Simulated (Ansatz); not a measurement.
## Relative stability

Two relaxed structures of SiHSO (charge +1), singlet (PBE0-D4/def2-TZVP; forces vanish, vibrations not checked).

A:

```
4
angstrom
O 0.5230 -0.9028 0.6502
Si -0.1509 0.4811 0.0587
S -0.7569 -1.7314 -0.0971
H -1.6071 -1.7782 0.9590
```

B:

O1  (0.798, -0.644, 0.724)
Si2  (-0.039, 0.342, -0.213)
S3  (-0.915, -1.345, 0.357)
H4  (0.157, 1.647, -0.869)
(Å)

Program: Ansatz 0.2.0. Basis: def2-TZVPP. Cores are frozen in the correlated methods. B3LYP uses VWN-RPA correlation.

Task: Which structure is lower at CCSD(T), and by how much? (An estimate is asked for; the value comes from the calculation.)

Result: By the calculation: A, by 1.400 eV (electronic energy, against the other). By their contacts, A is SiHSO ([O]1[Si][SH]1), total charge +1 and B is SiHSO ([O]1[SiH][S]1), total charge +1.

All methods give the same order:

```json
{"method": "PBE-D4", "E(B) − E(A) (eV)": "1.374"}
{"method": "r2SCAN-D4", "E(B) − E(A) (eV)": "1.273"}
{"method": "PBE0-D4", "E(B) − E(A) (eV)": "1.432"}
{"method": "B3LYP-D4", "E(B) − E(A) (eV)": "1.457"}
{"method": "wB97M-V", "E(B) − E(A) (eV)": "1.590"}
{"method": "HF", "E(B) − E(A) (eV)": "1.548"}
{"method": "MP2", "E(B) − E(A) (eV)": "1.323"}
{"method": "CCSD", "E(B) − E(A) (eV)": "1.463"}
{"method": "CCSD(T)", "E(B) − E(A) (eV)": "1.400"}
```

The T1 diagnostic stays at or below 0.022.

Labels in which every atom is bracketed show which atoms are joined, not bond orders.

For scale, one of the runs: CCSD(T)/def2-TZVPP, 129 basis functions, launched by `ansatz run in.yaml --threads 2 --pin off --events-out ev --progress --plain --max-ram 4352MiB`. The run took about 8.5 s on 2 CPU threads of an Arm Neoverse V2 (shared host).
